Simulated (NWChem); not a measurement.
# hydrogen peroxide (H2O2); SMILES OO

```xyz
4

O      0.0968    -0.7272     0.0000
O     -0.0968     0.7272     0.0000
H     -0.8394    -0.9896     0.0000
H      0.8394     0.9896     0.0000
```
Atoms are numbered in this order, from 1.

This is a stationary point of B3LYP/6-31G* (spherical d) (NWChem), point group C2h. 

Is it a minimum? If not, what does it relax to?

No. It has an imaginary frequency of 277i cm⁻¹. Following that mode (on a finer grid) lowers the energy by 0.8 kcal/mol and ends, with real frequencies alone, at point group C2:
```xyz
4

O      0.0456    -0.7264    -0.1259
O     -0.0456     0.7264    -0.1259
H     -0.7618    -0.9416     0.3740
H      0.7618     0.9416     0.3740
```
